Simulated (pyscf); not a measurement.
`[Cl][AlH][Cl]` + `[NH3]` -> `[Cl][AlH][Cl]` + `[NH3]` (four-centre exchange; singlet surface; Al–H, H–N broken, Al–H, H–N formed). Structures and frequencies: ωB97X-D3(BJ)/def2-SVP in PySCF. Energies in eV from the separated reactants.

| level | barrier | reaction energy |
|---|---|---|
| PBE/def2-TZVP | … | 0.00 |
| r²SCAN/def2-TZVP | 3.09 | 0.00 |
| B3LYP-D3(BJ)/def2-TZVP | 3.25 | 0.00 |
| PBE0-D3(BJ)/def2-TZVP | 3.28 | 0.00 |
| M06-2X/def2-TZVP | … | 0.00 |
| ωB97M-D3(BJ)/def2-TZVP | 3.53 | 0.00 |

Question: Complete the blanks.

Answer: 
- PBE/def2-TZVP, barrier: 2.98
- M06-2X/def2-TZVP, barrier: 3.47

The functionals in the table span 0.55 eV in this barrier, from PBE to ωB97M-D3(BJ)/def2-TZVP. On the reactant side the descent ends in an adduct with a Al–N contact, 1.65 eV under the separated species and 5.29 eV under the saddle at ωB97X-D3(BJ)/def2-TZVP. On the product side the descent ends in an adduct with a Al–N contact, 1.65 eV under the separated species and 5.29 eV under the saddle at ωB97X-D3(BJ)/def2-TZVP. At ωB97X-D3(BJ)/def2-TZVP the barrier from the zero used here is 3.63 eV. The same reactants have a lower exit, to H₂N–Al(Cl)–Cl + H₂ (barrier +0.05 eV at ωB97M-D3(BJ)/def2-TZVP, against +3.53 eV here). One saddle was located; it need not be the lowest between these sides. A restricted solution here is unstable towards spin polarisation, so biradical character is likely and single-reference numbers are less safe.
